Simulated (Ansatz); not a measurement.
All values below come from frozen-core CCSD(T)/cc-pVTZ // CAM-B3LYP-D3(BJ)/def2-TZVP in Ansatz (a quantum-chemistry and plane-wave program).

Ansatz 0.2 input:
```yaml
crystal:
  periodic: [false, false, false]
  atoms:
    - { symbol: F, position_ang: [-0.774915, -0.54531, -0.917994] }
    - { symbol: C, position_ang: [0.0, 0.0, 0.0] }
    - { symbol: F, position_ang: [-0.277728, 1.285643, 0.102758] }
    - { symbol: F, position_ang: [-0.211616, -0.589793, 1.161004] }
    - { symbol: F, position_ang: [1.264259, -0.150538, -0.345768] }
basis:
  gaussian: { orbitals: cc-pVTZ }
correlation:
  method: ccsd_t
```

Output:

```
Functional definition: HF
956 factors; integrals over basis functions are off by at most 9.2e-4 eV
mean field evaluation 1: about -11855.0390 eV, gradient 5.0e1 eV
mean field evaluation 2: about -11855.1667 eV, gradient 5.0e1 eV
mean field evaluation 4: about -11859.0994 eV, gradient 2.9e0 eV
mean field evaluation 8: about -11859.1295 eV, gradient 1.7e-1 eV
mean field evaluation 16: about -11857.7382 eV, gradient 3.1e1 eV
mean field -11859.12966721 eV, -435.8149768633 hartree, gradient 2.0e-6 eV, S^2 0.000000; 0 other end points of the search recorded, 0 dependent functions left out
5 core orbitals not correlated
reference -11859.12966721 eV, -435.8149768633 hartree; 16, 16 occupied and 129, 129 virtual orbitals, 956 factors
second order -31.32257609 eV of doubles, -0.00000000 eV of singles
cycle   1  -30.63332327 eV  change    6.9e-1 eV  update   9.8e-2
cycle   2  -31.20933666 eV  change   -5.8e-1 eV  update   2.6e-2
cycle   3  -31.32566932 eV  change   -1.2e-1 eV  update   1.2e-2
cycle   4  -31.30406974 eV  change    2.2e-2 eV  update   2.3e-3
cycle   5  -31.30338657 eV  change    6.8e-4 eV  update   9.4e-4
cycle   6  -31.30411994 eV  change   -7.3e-4 eV  update   2.1e-4
cycle   7  -31.30386107 eV  change    2.6e-4 eV  update   7.5e-5
cycle   8  -31.30383119 eV  change    3.0e-5 eV  update   1.3e-5
perturbative correction -0.97209395 eV, -0.0357237938 hartree
Total energy: -11891.40559236 eV, -437.0010952349 hartree
```

Cost: about 24 core-seconds (a rough figure).
